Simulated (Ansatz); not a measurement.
Reaction (hydrogenolysis of a C–C bond): `N#CCCC#N` + H₂ → `C#N` + `CCC#N`

Computed with Ansatz on PBE0-D4/def2-TZVP structures; ΔE is electronic, products minus reactants. CCSD(T)/CBS is the MP2 limit (def2-TZVPP, def2-QZVPP) plus CCSD(T) − MP2 in def2-TZVPP, frozen cores. This one scheme is used for every species. Functionals use def2-TZVPP. B3LYP here is the variant with VWN-RPA as its local correlation; programs differ in this. HSE06 is defined as in plane-wave codes. Each species was taken in one conformer, which may not be the lowest.

```json
{"level": "LDA (SPW92)", "ΔE (kJ/mol)": "-26.5", "difference from CCSD(T)/CBS": "14.3"}
{"level": "PBE-D4", "ΔE (kJ/mol)": "-31.5", "difference from CCSD(T)/CBS": "9.3"}
{"level": "BLYP-D4", "ΔE (kJ/mol)": "-34.9", "difference from CCSD(T)/CBS": "5.9"}
{"level": "r2SCAN-D4", "ΔE (kJ/mol)": "-34.4", "difference from CCSD(T)/CBS": "6.4"}
{"level": "B97M-V", "ΔE (kJ/mol)": "-39.4", "difference from CCSD(T)/CBS": "1.4"}
{"level": "PBE0-D4", "ΔE (kJ/mol)": "-34.9", "difference from CCSD(T)/CBS": "5.9"}
{"level": "B3LYP-D4", "ΔE (kJ/mol)": "-37.8", "difference from CCSD(T)/CBS": "3.0"}
{"level": "r2SCANh-D4", "ΔE (kJ/mol)": "-35.4", "difference from CCSD(T)/CBS": "5.4"}
{"level": "r2SCAN0-D4", "ΔE (kJ/mol)": "-36.8", "difference from CCSD(T)/CBS": "4.0"}
{"level": "HSE06-D4", "ΔE (kJ/mol)": "-34.9", "difference from CCSD(T)/CBS": "5.9"}
{"level": "CAM-B3LYP-D4", "ΔE (kJ/mol)": "-40.0", "difference from CCSD(T)/CBS": "0.8"}
{"level": "ωB97X-V", "ΔE (kJ/mol)": "-38.3", "difference from CCSD(T)/CBS": "2.5"}
{"level": "ωB97M-V", "ΔE (kJ/mol)": "-39.5", "difference from CCSD(T)/CBS": "1.3"}
{"level": "PBE-QIDH", "ΔE (kJ/mol)": "-37.9", "difference from CCSD(T)/CBS": "2.9"}
{"level": "PBE", "ΔE (kJ/mol)": "-35.5", "difference from CCSD(T)/CBS": "5.3"}
{"level": "revPBE", "ΔE (kJ/mol)": "-38.6", "difference from CCSD(T)/CBS": "2.2"}
{"level": "BLYP", "ΔE (kJ/mol)": "-43.1", "difference from CCSD(T)/CBS": "-2.3"}
{"level": "r2SCAN", "ΔE (kJ/mol)": "-35.6", "difference from CCSD(T)/CBS": "5.2"}
{"level": "PBE0", "ΔE (kJ/mol)": "-38.4", "difference from CCSD(T)/CBS": "2.4"}
{"level": "B3LYP", "ΔE (kJ/mol)": "-44.1", "difference from CCSD(T)/CBS": "-3.3"}
{"level": "r2SCANh", "ΔE (kJ/mol)": "-36.7", "difference from CCSD(T)/CBS": "4.1"}
{"level": "HSE06", "ΔE (kJ/mol)": "-38.3", "difference from CCSD(T)/CBS": "2.5"}
{"level": "BHLYP", "ΔE (kJ/mol)": "-46.7", "difference from CCSD(T)/CBS": "-5.9"}
{"level": "CAM-B3LYP", "ΔE (kJ/mol)": "-43.7", "difference from CCSD(T)/CBS": "-2.9"}
{"level": "LC-ωPBE", "ΔE (kJ/mol)": "-40.7", "difference from CCSD(T)/CBS": "0.1"}
{"level": "RPA@PBE/def2-TZVPP", "ΔE (kJ/mol)": "-41.6", "difference from CCSD(T)/CBS": "-0.8"}
{"level": "HF/def2-SVP", "ΔE (kJ/mol)": "-54.7", "difference from CCSD(T)/CBS": "-13.9"}
{"level": "MP2/def2-SVP", "ΔE (kJ/mol)": "-38.4", "difference from CCSD(T)/CBS": "2.4"}
{"level": "CCSD/def2-SVP", "ΔE (kJ/mol)": "-46.5", "difference from CCSD(T)/CBS": "-5.7"}
{"level": "CCSD(T)/def2-SVP", "ΔE (kJ/mol)": "-43.2", "difference from CCSD(T)/CBS": "-2.4"}
{"level": "HF/def2-TZVPP", "ΔE (kJ/mol)": "-54.4", "difference from CCSD(T)/CBS": "-13.6"}
{"level": "MP2/def2-TZVPP", "ΔE (kJ/mol)": "-35.2", "difference from CCSD(T)/CBS": "5.6"}
{"level": "SCS-MP2/def2-TZVPP", "ΔE (kJ/mol)": "-39.5", "difference from CCSD(T)/CBS": "1.3"}
{"level": "CCSD/def2-TZVPP", "ΔE (kJ/mol)": "-44.6", "difference from CCSD(T)/CBS": "-3.8"}
{"level": "CCSD(T)/def2-TZVPP", "ΔE (kJ/mol)": "-40.9", "difference from CCSD(T)/CBS": "-0.1"}
{"level": "HF/def2-QZVPP", "ΔE (kJ/mol)": "-54.4", "difference from CCSD(T)/CBS": "-13.6"}
{"level": "SCS-MP2/def2-QZVPP", "ΔE (kJ/mol)": "-39.6", "difference from CCSD(T)/CBS": "1.2"}
{"level": "HF/CBS(def2)", "ΔE (kJ/mol)": "-54.4", "difference from CCSD(T)/CBS": "-13.6"}
{"level": "MP2/CBS(def2)", "ΔE (kJ/mol)": "-35.2", "difference from CCSD(T)/CBS": "5.6"}
{"level": "CCSD/CBS(def2)", "ΔE (kJ/mol)": "-44.5", "difference from CCSD(T)/CBS": "-3.7"}
{"level": "CCSD(T)/CBS", "ΔE (kJ/mol)": "-40.8", "difference from CCSD(T)/CBS": "0"}
```

(1) What do rigid-rotor, harmonic-oscillator terms from PBE0-D4/def2-TZVP frequencies (298.15 K, 1 bar) make of the CCSD(T)/CBS value? (An estimate is asked.)

Largest T1 diagnostic among the species: 0.014.

Answers

(1) The calculation gave: ΔZPE = +18.8 kJ/mol, ΔH = -25.5 kJ/mol, ΔS = 35 J/(mol·K), ΔG = -35.8 kJ/mol.

From BLYP to BHLYP (50 % exact exchange), in def2-TZVPP and without D4, ΔE moves by −3.7 kJ/mol. The D4 term adds +6.3 kJ/mol with B3LYP and +3.5 kJ/mol with PBE0; it sums over pairs of atoms, weighted by their polarisabilities, and B3LYP, whose exchange is more repulsive, gets the larger term.
